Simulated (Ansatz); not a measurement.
**Si2 (triplet): the correlation ladder, cc-pV(D+d)Z**

How much of the correlation energy of Si2 (triplet) does each wave-function method recover here?

Computed with Ansatz 0.2.0, Gaussian basis. Level: cc-pV(D+d)Z, core rule «outside noble gas», up to 10 orbitals frozen.

Plan: UHF; CCSD(T) on ROHF; CCSD(T) on UHF; BCCD(T) on ROHF; CISD; CCSDT(Q) on ROHF; CCSDT(Q) on UHF; CISDTQ; CCSDTQ on ROHF; CCSDTQ on UHF; CASSCF and MRCISD+Q, 8 electrons in 8 orbitals; CASSCF and NEVPT2, 8 electrons in 8 orbitals; Full CI.

10 further runs of the same task are left out: 1 that didn't finish, 9 set aside as unsound or not needed.

### Step 1. The geometry

The geometry is an MP2(full)/6-31G* stationary point (not a proven minimum).

2 atoms, charge 0, spin multiplicity 3.

Atoms are counted from 1 here; the program's logs count them from 0.

Bond lengths: Si1–Si2 2.260 Å.

### Step 2. UHF

The input, in.yaml:

```yaml
crystal:
  periodic: [false, false, false]
  atoms:
    - {symbol: Si, position_ang: [0.000000, 0.000000, 0.000000]}
    - {symbol: Si, position_ang: [0.000000, 0.000000, 2.260108]}
basis:
  gaussian: {orbitals: "cc-pV(D+d)Z.json"}
magnetization: {spin_polarized: true, initial_magnetization: 2}
hamiltonian: {xc: hf}
output: {orbitals: {seedname: orbitals}}
```

Run with:

```sh
ansatz run in.yaml --threads 1 --pin off --events-out ev --progress --plain --max-ram 2764MiB --backend cpu
```

Further steps of the session: CCSD(T) on ROHF; CCSD(T) on UHF; BCCD(T) on ROHF; CISD; CCSDT(Q) on ROHF; CCSDT(Q) on UHF; CISDTQ; CCSDTQ on ROHF; CCSDTQ on UHF; CASSCF and MRCISD+Q, 8 electrons in 8 orbitals; CASSCF and NEVPT2, 8 electrons in 8 orbitals; Full CI.

**Question.** What will the summary of the whole plan be? Wanted: FCI below the RHF energy; RMP2 from FCI; UMP2 from FCI; RCCSD from FCI; RCCSD(T) from FCI; UCCSD(T) from FCI; RCCSDT(Q) from FCI; UCCSDT(Q) from FCI; NEVPT2 valence from FCI.

The runs gave:

| quantity | value |
| --- | --- |
| FCI below the RHF energy | -4.7644 eV |
| RMP2 from FCI | +1162.6 meV |
| UMP2 from FCI | +1180.3 meV |
| RCCSD from FCI | +275.7 meV |
| RCCSD(T) from FCI | +66.4 meV |
| UCCSD(T) from FCI | +66.7 meV |
| RCCSDT(Q) from FCI | +3.6 meV |
| UCCSDT(Q) from FCI | +3.2 meV |
| NEVPT2 valence from FCI | +798.5 meV |
| MRCISD+Q valence from FCI | -22.0 meV |
| levels within 1 kcal/mol (43 meV) | RCCSDT, UCCSDT, CISDTQ, RCCSDT(Q), UCCSDT(Q), RCCSDTQ, UCCSDTQ, MRCISD+Q valence |
| T1 diagnostic | 0.021 |
| effectively unpaired electrons | 2.14 |

**Reading.** RCCSD(T) misses by +66.4 meV, 1.4 % of the correlation energy. MRCISD+Q valence falls below full CI: the +Q correction isn't variational, and the cores differ from full CI's. One determinant dominates. Of the multireference levels listed MRCISD+Q valence comes nearest in total energy (-22.0 meV), which doesn't show that its space is the better one. These misses are within one basis, not against nature; the frozen cores of restricted and unrestricted runs differ, which can shift their rows.
